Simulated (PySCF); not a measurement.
**PH3F+ (SMILES F[PH3+]): PBE/STO-3G**

Aim: the vertical singlet–triplet gap of PH3F+ at PBE/STO-3G, from 2 runs. The job is set up through a Python script.

The calculation is run with PySCF 2.14.0.

23 further runs of the same task are left out: 9 that didn't finish, 14 set aside as unsound or not needed.

### 1 The system as given

PH3F+: 5 atoms, total charge +1, spin state singlet. SMILES: `F[PH3+]`. The shape is that of a GFN2-xTB optimisation.

Bond lengths: F1–P2 1.558 Å, P2–H3 1.382 Å, P2–H4 1.383 Å, P2–H5 1.383 Å. Angles: F1–P2–H3 102.8°, F1–P2–H4 102.8°, F1–P2–H5 102.8°, H3–P2–H4 115.3°, H3–P2–H5 115.3°, H4–P2–H5 115.3°.

### 2 A single-point energy at PBE/STO-3G

Contents of run.py:

```python
from pyscf import gto, dft

system = gto.M(
    atom='''
F   -1.365490   0.250400   0.341100
P    0.122590  -0.022380  -0.030680
H    0.038180  -0.428620  -1.349370
H    0.486130  -1.008290   0.868130
H    0.718590   1.208890   0.170830
''',
    charge=1,
    max_memory=1860,
    verbose=4,
    basis='sto-3g',
)

myscf = dft.RKS(system, xc='pbe')
myscf.grids.level = 5
myscf.conv_tol = 1e-10
myscf.kernel()
if not myscf.converged:
    myscf = myscf.newton().run(myscf.mo_coeff, myscf.mo_occ)

etot = myscf.e_tot
print(f'total energy: {etot:.8f} hartree')
```

Command:

```sh
$ OMP_NUM_THREADS=1 python run.py
```

Standard output:

```text
PySCF version 2.14.0

[INPUT] num. atoms = 5
[INPUT] num. electrons = 26
[INPUT] charge = 1
[INPUT] spin (= nelec alpha-beta = 2S) = 0
[INPUT] symmetry False subgroup None
[INPUT] Mole.unit = angstrom
[INPUT] Symbol           X                Y                Z      unit          X                Y                Z       unit  Magmom
[INPUT]  1 F     -1.365490000000   0.250400000000   0.341100000000 AA   -2.580402125832   0.473187421591   0.644585581089 Bohr   0.0
[INPUT]  2 P      0.122590000000  -0.022380000000  -0.030680000000 AA    0.231661525610  -0.042292070668  -0.057976797502 Bohr   0.0
[INPUT]  3 H      0.038180000000  -0.428620000000  -1.349370000000 AA    0.072149743436  -0.809974411511  -2.549939740704 Bohr   0.0
[INPUT]  4 H      0.486130000000  -1.008290000000   0.868130000000 AA    0.918652560935  -1.905391954138   1.640527940519 Bohr   0.0
[INPUT]  5 H      0.718590000000   1.208890000000   0.170830000000 AA    1.357938295851   2.284471014725   0.322821913859 Bohr   0.0

nuclear repulsion = 69.9709160987918
number of shells = 11
number of NR pGTOs = 51
number of NR cGTOs = 17
basis = sto-3g
ecp = {}

******** <class 'pyscf.dft.rks.RKS'> ********
method = RKS
initial guess = minao
damping factor = 0
level_shift factor = 0
DIIS = <class 'pyscf.scf.diis.CDIIS'>
diis_start_cycle = 1
diis_space = 8
diis_damp = 0
SCF conv_tol = 1e-10
SCF conv_tol_grad = None
SCF max_cycles = 50
direct_scf = True
direct_scf_tol = 1e-13
XC library pyscf.dft.libxc version 7.0.0
    S. Lehtola, C. Steigemann, M. J.T. Oliveira, and M. A.L. Marques.,  SoftwareX 7, 1–5 (2018)
XC functionals = pbe
    J. P. Perdew, K. Burke, and M. Ernzerhof.,  Phys. Rev. Lett. 77, 3865 (1996)
    J. P. Perdew, K. Burke, and M. Ernzerhof.,  Phys. Rev. Lett. 78, 1396 (1997)
    J. P. Perdew, K. Burke, and M. Ernzerhof.,  Phys. Rev. Lett. 77, 3865 (1996)
    J. P. Perdew, K. Burke, and M. Ernzerhof.,  Phys. Rev. Lett. 78, 1396 (1997)
radial grids:
    Treutler-Ahlrichs [JCP 102, 346 (1995); DOI:10.1063/1.469408] (M4) radial grids

becke partition: Becke, JCP 88, 2547 (1988); DOI:10.1063/1.454033
pruning grids: <function nwchem_prune>
grids dens level: 5
symmetrized grids: False
atomic radii adjust function: <function treutler_atomic_radii_adjust>
small_rho_cutoff = 0
Set gradient conv threshold to 1e-05
Initial guess from minao.
tot grids = 158088
init E= -437.407270583302
  HOMO = -0.356997734235436  LUMO = 0.0785324274120932  gap/eV = 11.85138
cycle= 1 E= -437.017744674949  delta_E= 0.39  |g|= 0.493  |ddm|= 2.37
  HOMO = -0.292260345847604  LUMO = -0.21731756008665  gap/eV = 2.03930
cycle= 2 E= -436.559497039684  delta_E= 0.458  |g|= 1.43  |ddm|= 2.75
  HOMO = -0.453369592887283  LUMO = -0.193617699808088  gap/eV = 7.06821
cycle= 3 E= -437.116512647592  delta_E= -0.557  |g|= 0.137  |ddm|= 1.88
  HOMO = -0.438540849492692  LUMO = -0.177352383891307  gap/eV = 7.10730
cycle= 4 E= -437.122834448883  delta_E= -0.00632  |g|= 0.0403  |ddm|= 0.233
  HOMO = -0.449935176320096  LUMO = -0.180493877017328  gap/eV = 7.33187
cycle= 5 E= -437.123500043069  delta_E= -0.000666  |g|= 0.00499  |ddm|= 0.0675
  HOMO = -0.451443242511835  LUMO = -0.180666108194459  gap/eV = 7.36822
cycle= 6 E= -437.123509924098  delta_E= -9.88e-06  |g|= 2.93e-05  |ddm|= 0.00887
  HOMO = -0.451439983884995  LUMO = -0.18066938683702  gap/eV = 7.36804
cycle= 7 E= -437.123509924427  delta_E= -3.3e-10  |g|= 7.35e-06  |ddm|= 5.07e-05
  HOMO = -0.451441090444128  LUMO = -0.180668814114094  gap/eV = 7.36809
cycle= 8 E= -437.123509924448  delta_E= -2.11e-11  |g|= 4.63e-07  |ddm|= 1.15e-05
  HOMO = -0.451441240737446  LUMO = -0.180668782296915  gap/eV = 7.36809
Extra cycle  E= -437.123509924448  delta_E= 2.27e-13  |g|= 6e-07  |ddm|= 2.06e-06
converged SCF energy = -437.123509924448
total energy: -437.12350992 hartree
```

It took 2.4 s on 1 thread of Arm Neoverse V1, shared host; peak memory 0.19 GiB.

### 3 The triplet, same level

Contents of job.py:

```python
from pyscf import gto, dft

mol = gto.M(
    atom='''
F   -1.365490   0.250400   0.341100
P    0.122590  -0.022380  -0.030680
H    0.038180  -0.428620  -1.349370
H    0.486130  -1.008290   0.868130
H    0.718590   1.208890   0.170830
''',
    max_memory=1860,
    basis='sto-3g',
    charge=1,
    verbose=4,
    spin=2,
)

mf = dft.UKS(mol)
mf.xc = 'pbe'
mf.grids.level = 5
mf.conv_tol = 1e-10
mf.kernel()
if not mf.converged:
    mf = mf.newton().run(mf.mo_coeff, mf.mo_occ)

etot = mf.e_tot
print('E = %.10f Eh' % etot)
```

Command:

```sh
$ OMP_NUM_THREADS=1 python job.py
```

Standard output:

```text
PySCF version 2.14.0

[INPUT] num. atoms = 5
[INPUT] num. electrons = 26
[INPUT] charge = 1
[INPUT] spin (= nelec alpha-beta = 2S) = 2
[INPUT] symmetry False subgroup None
[INPUT] Mole.unit = angstrom
[INPUT] Symbol           X                Y                Z      unit          X                Y                Z       unit  Magmom
[INPUT]  1 F     -1.365490000000   0.250400000000   0.341100000000 AA   -2.580402125832   0.473187421591   0.644585581089 Bohr   0.0
[INPUT]  2 P      0.122590000000  -0.022380000000  -0.030680000000 AA    0.231661525610  -0.042292070668  -0.057976797502 Bohr   0.0
[INPUT]  3 H      0.038180000000  -0.428620000000  -1.349370000000 AA    0.072149743436  -0.809974411511  -2.549939740704 Bohr   0.0
[INPUT]  4 H      0.486130000000  -1.008290000000   0.868130000000 AA    0.918652560935  -1.905391954138   1.640527940519 Bohr   0.0
[INPUT]  5 H      0.718590000000   1.208890000000   0.170830000000 AA    1.357938295851   2.284471014725   0.322821913859 Bohr   0.0

nuclear repulsion = 69.9709160987918
number of shells = 11
number of NR pGTOs = 51
number of NR cGTOs = 17
basis = sto-3g
ecp = {}

******** <class 'pyscf.dft.uks.UKS'> ********
method = UKS
initial guess = minao
damping factor = 0
level_shift factor = 0
DIIS = <class 'pyscf.scf.diis.CDIIS'>
diis_start_cycle = 1
diis_space = 8
diis_damp = 0
SCF conv_tol = 1e-10
SCF conv_tol_grad = None
SCF max_cycles = 50
direct_scf = True
direct_scf_tol = 1e-13
number electrons alpha = 14  beta = 12
XC library pyscf.dft.libxc version 7.0.0
    S. Lehtola, C. Steigemann, M. J.T. Oliveira, and M. A.L. Marques.,  SoftwareX 7, 1–5 (2018)
XC functionals = pbe
    J. P. Perdew, K. Burke, and M. Ernzerhof.,  Phys. Rev. Lett. 77, 3865 (1996)
    J. P. Perdew, K. Burke, and M. Ernzerhof.,  Phys. Rev. Lett. 78, 1396 (1997)
    J. P. Perdew, K. Burke, and M. Ernzerhof.,  Phys. Rev. Lett. 77, 3865 (1996)
    J. P. Perdew, K. Burke, and M. Ernzerhof.,  Phys. Rev. Lett. 78, 1396 (1997)
radial grids:
    Treutler-Ahlrichs [JCP 102, 346 (1995); DOI:10.1063/1.469408] (M4) radial grids

becke partition: Becke, JCP 88, 2547 (1988); DOI:10.1063/1.454033
pruning grids: <function nwchem_prune>
grids dens level: 5
symmetrized grids: False
atomic radii adjust function: <function treutler_atomic_radii_adjust>
small_rho_cutoff = 0
Set gradient conv threshold to 1e-05
tot grids = 158088
init E= -437.407270583302
[... the frontier-level lines of each cycle are left out ...]



cycle= 1 E= -436.740300059212  delta_E= 0.667  |g|= 0.248  |ddm|= 2.26


cycle= 2 E= -436.383999346905  delta_E= 0.356  |g|= 0.696  |ddm|= 2.72


cycle= 3 E= -436.80111381538  delta_E= -0.417  |g|= 0.109  |ddm|= 2.64


cycle= 4 E= -436.805885441931  delta_E= -0.00477  |g|= 0.0727  |ddm|= 0.321


cycle= 5 E= -436.811694140153  delta_E= -0.00581  |g|= 0.0202  |ddm|= 0.447


cycle= 6 E= -436.812121738309  delta_E= -0.000428  |g|= 0.0105  |ddm|= 0.139


cycle= 7 E= -436.8122573528  delta_E= -0.000136  |g|= 0.00112  |ddm|= 0.0436


cycle= 8 E= -436.812259581354  delta_E= -2.23e-06  |g|= 0.000555  |ddm|= 0.0124


cycle= 9 E= -436.812260330186  delta_E= -7.49e-07  |g|= 0.000113  |ddm|= 0.00544


cycle= 10 E= -436.812260876824  delta_E= -5.47e-07  |g|= 0.000237  |ddm|= 0.00826


cycle= 11 E= -436.812260720848  delta_E= 1.56e-07  |g|= 0.00024  |ddm|= 0.00206


cycle= 12 E= -436.812259309854  delta_E= 1.41e-06  |g|= 0.000211  |ddm|= 0.0204


cycle= 13 E= -436.812255355733  delta_E= 3.95e-06  |g|= 0.000306  |ddm|= 0.0894


cycle= 14 E= -436.812255433377  delta_E= -7.76e-08  |g|= 0.000366  |ddm|= 0.00597


cycle= 15 E= -436.812255005512  delta_E= 4.28e-07  |g|= 0.000236  |ddm|= 0.0418


cycle= 16 E= -436.812255077499  delta_E= -7.2e-08  |g|= 5.52e-05  |ddm|= 0.00719


cycle= 17 E= -436.812255077632  delta_E= -1.34e-10  |g|= 1.99e-05  |ddm|= 0.00264


cycle= 18 E= -436.812255077751  delta_E= -1.18e-10  |g|= 1.09e-05  |ddm|= 0.00183


cycle= 19 E= -436.812255077792  delta_E= -4.18e-11  |g|= 5.13e-06  |ddm|= 0.000992


Extra cycle  E= -436.812255077753  delta_E= 3.96e-11  |g|= 8.01e-06  |ddm|= 3.77e-05
converged SCF energy = -436.812255077753  <S^2> = 2.0014376  2S+1 = 3.0009583
E = -436.8122550778 Eh
```

It took 12 s on 1 thread of Arm Neoverse V1, shared host; peak memory 0.2 GiB.

### 4 What came out

At PBE/STO-3G:

| quantity | value |
| --- | --- |
| singlet: total energy | -437.12351 Eh |
| singlet: HOMO energy | -12.28 eV |
| singlet: LUMO energy | -4.92 eV |
| singlet: HOMO–LUMO gap | 7.37 eV |
| triplet: total energy | -436.81226 Eh |
| triplet: HOMO energy (highest over α and β) | -5.03 eV |
| triplet: ⟨S²⟩ | 2.001 |
| vertical energy of the triplet above the singlet | 8.470 eV |

**Reading.** At this shape the triplet lies 8.47 eV (195 kcal/mol) above the singlet. In a minimal basis such a difference can be off by several eV, whatever the method. Mulliken charges (singlet) run from -0.08 on F1 to +0.77 on P2.
